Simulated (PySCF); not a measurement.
**State search for SiO⁺**

Unrestricted PBE0; PySCF, no relativity, basis sets Si pcseg-2, O pcseg-2. Outer shells of the fragments: Si+ 3s2 3p1; O 2s2 2p4.

Followed along the bond (rough minima from three points):

| 2Ms+1 | unpaired | ⟨S²⟩ at the start | R at minimum (Å) | Te (eV) |
| --- | --- | --- | --- | --- |
| 2 | σ ↑ | 0.78 | 1.52 | 0.00 |
| 2 | π ↑ | 0.76 | 1.65 | 0.19 |
| 4 | σ ↑, π ↑↑ | 3.76 | 1.72 | 3.80 |

Solutions found at the starting distance of 1.815 Å, counted from the lowest of them; the search is not exhaustive and high or unbound solutions are not listed, so other states can lie among these:

```tsv
2Ms+1	unpaired	term	E (eV)	⟨S²⟩	⟨Lz²⟩	μ (D)
2	π ↑	²Π	0.00	0.76	1.02	-3.76
2	σ ↑	²Σ⁺	0.72	0.78	0.00	-4.88
4	σ ↑, π ↑↑	mixed	3.33	3.76	2.01	-3.05
4	σ ↑, π ↑↑	mixed	3.59	3.76	2.01	-3.06
2	σ ↑, π ↑↓	mixed	4.17	1.78	2.01	-2.32
2	σ ↓, π ↑↑	mixed	4.25	1.77	2.01	-2.63
```

A term symbol is given only where ⟨S²⟩ and ⟨Lz²⟩ are close to those of a pure state; real π, δ and φ orbitals otherwise mix terms. A positive dipole points towards O; it is taken about the centre of mass and depends on that origin.

**Question.** Compare the gap between the two lowest followed solutions at the starting distance with the gap between their minima.

**Answer.** At PBE0 the second solution (doublet, unpaired electrons π ↑) lies -0.72 eV from the first (doublet, unpaired electrons σ ↑) at 1.815 Å and +0.19 eV at the minima; the two curves relax by different amounts, since their minima lie near 1.65 and 1.52 Å.

Counting both spins, an empty level lies below a filled one in some of these solutions, because spin and occupation are held.
